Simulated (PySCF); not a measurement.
Name the molecule from its bond curve

A diatomic of charge +1 contains O. Its singlet curve at PBE0 in a double-zeta basis (no relativity, PySCF), in eV from the separated fragments:

```tsv
R (Å)	E (eV)
1.022	-2.148
1.069	-3.200
1.117	-3.791
1.152	-4.003
1.188	-4.061
1.224	-3.999
1.271	-3.772
1.331	-3.330
1.402	-2.664
1.497	-1.685
```

The fit gives ωe = 2005 cm⁻¹ and the rotational constant Bₑ = 1.838 cm⁻¹.

Problem. Which atom is the partner?

Solution. The minimum lies at 1.186 Å, so the reduced mass is 16.8576 u Å² cm⁻¹/(Bₑ·Re²) = 6.521 u. With O at 15.99 u the partner weighs about 11.0 u: B. The molecule is BO⁺.
